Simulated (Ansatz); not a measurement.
Start from `CC(F)(F)C=O` and change one atom or group to get `CC(N)(F)C=O`.

Ansatz, PBE0-D4/def2-TZVP geometries, multiplicity 1. Each molecule was computed in one conformer, which needn't be the lowest.

```csv
property,`CC(F)(F)C=O`
HOMO–LUMO gap (ωB97M-V/def2-TZVPP) / eV,11.31
LUMO energy (PBE0/def2-TZVPP) / eV,-1.64
HOMO energy (PBE/def2-TZVPP) / eV,-6.49
HOMO–LUMO gap (PBE/def2-TZVPP) / eV,3.65
HOMO energy (PBE0/def2-TZVPP) / eV,-8.15
size of the dipole moment (ωB97M-V/def2-TZVPP) / D,0.77
```

(1) Give the same properties after the change, and the shifts. (An estimate is asked.)

Answers

(1) Ansatz gave: 
| property | `CC(N)(F)C=O` | shift |
| --- | --- | --- |
| HOMO–LUMO gap (ωB97M-V/def2-TZVPP) / eV | 11.34 | 0.03 |
| LUMO energy (PBE0/def2-TZVPP) / eV | -0.99 | 0.65 |
| HOMO energy (PBE/def2-TZVPP) / eV | -6.02 | 0.47 |
| HOMO–LUMO gap (PBE/def2-TZVPP) / eV | 3.83 | 0.18 |
| HOMO energy (PBE0/def2-TZVPP) / eV | -7.62 | 0.53 |
| size of the dipole moment (ωB97M-V/def2-TZVPP) / D | 3.41 | 2.64 |

With PBE0 the HOMO rises by 0.53 eV and the LUMO rises by 0.65 eV, so the gap widens by about 0.12 eV. PBE moves the HOMO by 0.47 eV and ωB97M-V by 0.53 eV. Dipoles are sizes alone; their direction can turn.
